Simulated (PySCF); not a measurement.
carbon tetrachloride (CCl4), SMILES ClC(Cl)(Cl)Cl. Geometry: ωB97X-D3(BJ)/def2-SVP.

Computed with ωB97X-D3(BJ)/def2-SVP (PySCF).

Harmonic wavenumbers (cm⁻¹): 224, 224, 326, 326, 326, 486, 843, 843, 843. Rotational constants (GHz): 1.715, 1.715, 1.715; symmetry number 12.

### Question
Work out the zero-point energy and the ideal-gas rigid-rotor harmonic-oscillator thermochemistry at 298.15 K and 1 atm.

### Answer
ZPE = ½ Σ hcν = ½ × 4442 cm⁻¹ = 26.57 kJ/mol. H − E(el) = 43.44 kJ/mol. Entropy in J/(mol K): translation 171.55, rotation 98.78, vibration 37.28, total 307.61. G − E(el) = -48.27 kJ/mol. Cp = 81.40 J/(mol K).
